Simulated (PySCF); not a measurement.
fluoroethane, C₂H₅F, SMILES CCF, point group Cs.

Force field and properties: PBE0/pcSseg-1 (PySCF, grid level 2). Vibrational terms come from second-order perturbation theory with semi-diagonal cubic constants, by steps of ±0.6 along the normal coordinates of each isotopologue. The parent has the commonest isotopes.

Equilibrium geometry (Å):

```
atom        x        y        z
  C1  -0.7592  -0.0342  -0.0937
  C2   0.7248   0.0943   0.1177
  F3   1.3995  -0.7784  -0.7226
  H4  -1.0243   0.2036  -1.1292
  H5  -1.3002   0.6526   0.5674
  H6  -1.0935  -1.0545   0.1213
  H7   1.0793   1.1082  -0.1071
  H8   1.0098  -0.1540   1.1479
```

Problem. Give the equilibrium and ground-state rotational constants (MHz) of parent; ²H at 5; ²H at 4; ²H at 4, ²H at 5, ²H at 6; ²H at 7; ¹³C at 2; ¹³C at 2, ²H at 5.

Solution. 
```tsv
species	Ae	Be	Ce	A0	B0	C0	Δ0 (u Å²)	harmonic ZPE (cm⁻¹)
parent	36443	9428.2	8271.7	36051	9356	8197.9	-6.388	14964
²H at 5	36079	8675.1	7670	35676	8610.1	7604.7	-6.406	14273
²H at 4	32892	9011.5	7930.7	32557	8944.1	7862	-7.746	14267
²H at 4, ²H at 5, ²H at 6	29498	8014.5	7153.7	29200	7956.8	7095.8	-9.600	12861
²H at 7	31401	9315.7	8062.9	31084	9243.3	7991.2	-7.691	14223
¹³C at 2	35614	9428	8228.2	35239	9356.8	8155.3	-6.384	14918
¹³C at 2, ²H at 5	35288	8675.1	7633.6	34901	8610.9	7569.2	-6.403	14227
```

Δ0 = Ic − Ia − Ib from the ground-state constants.

Problem. How is the parent's vibrational correction B0 − Be made up?

Solution. 
```
axis  harmonic  Coriolis  cubic  total (MHz)
   a       145      -115   -421         -391
   b      20.6     -7.16  -85.7        -72.2
   c      11.1     -4.39  -80.5        -73.8
```

Problem. And its quartic centrifugal distortion constants from the harmonic force field?

Solution. Asymmetric top, A reduction, Ir representation: ΔJ = 9.29 kHz, ΔJK = -43.4 kHz, ΔK = 294 kHz, δJ = 1.84 kHz, δK = 8.37 kHz.

Internal rotors are held in one well.
